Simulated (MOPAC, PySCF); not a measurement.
AlCl$_{3}$, SMILES `[Al]([Cl])([Cl])[Cl]`, neutral singlet in the gas phase. 

Cartesian coordinates (Å):
SMILES: [Cl][Al]([Cl])[Cl]
```xyz
4

Cl     2.0664    -0.2012     0.0349
Al     0.0000     0.0000     0.0000
Cl    -0.8590     1.8904    -0.0142
Cl    -1.2074    -1.6892    -0.0207
```
Charge 0, spin multiplicity 1.

All levels are single points at this geometry (B3LYP-D3(BJ)/def2-TZVP); Pople sets use spherical d functions. Orbital energies aren't observables, and empty levels follow the basis.

| level | HOMO (eV) | LUMO (eV) | gap (eV) | dipole (D) | vertical IE, Delta-SCF (eV) |
|---|---|---|---|---|---|
| B3LYP-D3(BJ)/def2-TZVP in PySCF | -9.08 | -1.59 | 7.49 | 0.00 | 11.30 |
| BP86/6-31G* in PySCF | -8.06 | -2.37 | 5.69 | 0.00 | – |
| PBE/6-31G* in PySCF | -7.96 | -2.30 | 5.66 | 0.00 | 10.89 |
| HF/STO-3G in PySCF | -11.13 | 5.62 | 16.75 | 0.00 | – |
| AM1 in MOPAC | -12.40 | -1.62 | 10.77 | 0.00 | – |
| PM6 in MOPAC | -11.48 | -0.43 | 11.04 | 0.00 | – |
